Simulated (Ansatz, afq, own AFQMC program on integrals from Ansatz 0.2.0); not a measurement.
**Where AFQMC and coupled cluster stand for GeNH3, triplet**

```
atom    x (Å)    y (Å)    z (Å)
  Ge   0.0000   0.0533   0.4104
   N   0.0000  -0.2004  -1.8735
   H   0.0000  -1.3095   1.1707
   H   0.8260   0.1269  -2.3564
   H  -0.8260   0.1269  -2.3564
```

Connectivity, by distances: GeH–NH2.

Basis cc-pVDZ. Noble-gas cores (and the filled d shells of Ga–Kr and In–Xe) are frozen. AFQMC by an in-house program on the Cholesky factors that Ansatz 0.2.0 writes for its CCSD(T) run. The CISD trial takes its coefficients from CCSD amplitudes. Released means that phaseless walkers are propagated on without the constraint, phases kept. Error bars are statistical, one sigma. No spin–orbit coupling.

Determinant: UHF, the one that the program's search chose, which needn't be the lowest solution. The geometry is a point of a scan.

No full CI on the walks' own integrals is used here; CCSDT(Q) serves as the reference and is uncertain by about the last step of the cluster series.

Cautions: no relativity below Rb; no spin-orbit coupling; inner d shell frozen; lower spins were not checked; higher spins were not checked; strong correlation (T1 0.055, weight of the determinant 0.81, largest double 0.06); unrestricted determinant slightly spin contaminated (⟨S²⟩ 2.06 against 2.00).

```
T1 diagnostic                               : 0.0554
weight of the determinant in the CISD state : 0.815
⟨S²⟩ of the determinant                     : 2.063
size of the correlated space                : 12 electrons in 41 orbitals
```

Reference: CCSDT(Q), correlation energy -7.419 eV. The released energy is read at 0.99 1/Eh, later times being too noisy (meV from the phaseless value at times in 1/Eh: -22 ± 21 at 0.24, -15 ± 18 at 0.51, -14 ± 18 at 0.99, -45 ± 27 at 1.62, -19 ± 29 at 2.40).

| level | E − E(reference) (meV) | share of correlation (%) |
| --- | --- | --- |
| HF | 7418.7 | 0.00 |
| MP2 | 1428.5 | 80.74 |
| CCSD | 284.0 | 96.17 |
| CCSD(T) | 76.4 | 98.97 |
| CCSDT | 21.7 | 99.71 |
| ph-AFQMC/CISD | 27.4 ± 13.5 | 99.63 |
| released AFQMC | 13.4 ± 17.6 | 99.82 |

A walk keeps the symmetry of its determinant, which the program's search chose and which needn't be the lowest solution, so a lower state of the same spin and another symmetry isn't excluded. Released energies are given only where the last usable release times agree within the noise; a slower fall can still hide under it.
